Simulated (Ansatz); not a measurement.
Input file:

```yaml
crystal:
  periodic: [false, false, false]
  atoms:
    - {symbol: Cl, position_ang: [-1.450135, 0.026478, 0.000000]}
    - {symbol: H, position_ang: [-0.057135, 0.026478, 0.000000]}
    - {symbol: Si, position_ang: [1.668865, 0.026478, 0.000000]}
    - {symbol: H, position_ang: [2.281045, -0.847806, 1.090012]}
    - {symbol: H, position_ang: [2.281045, -0.847806, -1.090012]}
basis:
  gaussian: {orbitals: def2-mTZVP}
magnetization: {spin_polarized: true, initial_magnetization: 0}
hamiltonian: {xc: hf}
output: {forces: true, orbitals: {seedname: orbitals}}
```

```sh
$ ansatz run in.yaml --threads 1 --pin off --events-out ev --progress --plain --max-ram 2393MiB
```

The program prints:

```
477 factors; integrals over basis functions are off by at most 8.5e-4 eV
mean field evaluation 1: about -20409.3582 eV, gradient 1.0e1 eV
mean field evaluation 2: about -20409.3587 eV, gradient 1.0e1 eV
mean field evaluation 4: about -20410.3699 eV, gradient 1.1e0 eV
mean field evaluation 8: about -20410.4036 eV, gradient 9.1e-3 eV
mean field evaluation 16: about -20410.6076 eV, gradient 1.3e-1 eV
mean field -20410.60815872 eV, -750.0760150259 hartree, gradient 1.6e-5 eV, S^2 0.544237; 1 other end points of the search recorded, 0 dependent functions left out
the calculation of the forces begins
reference -20410.60815872 eV, -750.0760150259 hartree; 17, 17 occupied and 36, 36 virtual orbitals, 477 factors
Total energy: -20410.60815872 eV, -750.0760150259 hartree
Atom 0 at    -1.450135     0.026478     0.000000 Å, force    -0.605878    -0.237928    -0.000000 eV/Å
Atom 1 at    -0.057135     0.026478     0.000000 Å, force    -1.053093     0.467567     0.000000 eV/Å
Atom 2 at     1.668865     0.026478     0.000000 Å, force     2.506536    -1.546143     0.000000 eV/Å
Atom 3 at     2.281045    -0.847806     1.090012 Å, force    -0.423783     0.658252    -0.019016 eV/Å
Atom 4 at     2.281045    -0.847806    -1.090012 Å, force    -0.423783     0.658252     0.019016 eV/Å
Dipole moment:     0.548051     0.105805    -0.000000 e Å
```

Forces (eV/Å):
```
Cl  -0.606 -0.238  0.000
H   -1.053  0.468  0.000
Si   2.507 -1.546  0.000
H   -0.424  0.658 -0.019
H   -0.424  0.658  0.019
```

Ran on 1 thread of Arm Neoverse V2, shared host: 0.66 s wall, 0.19 GiB peak host memory.
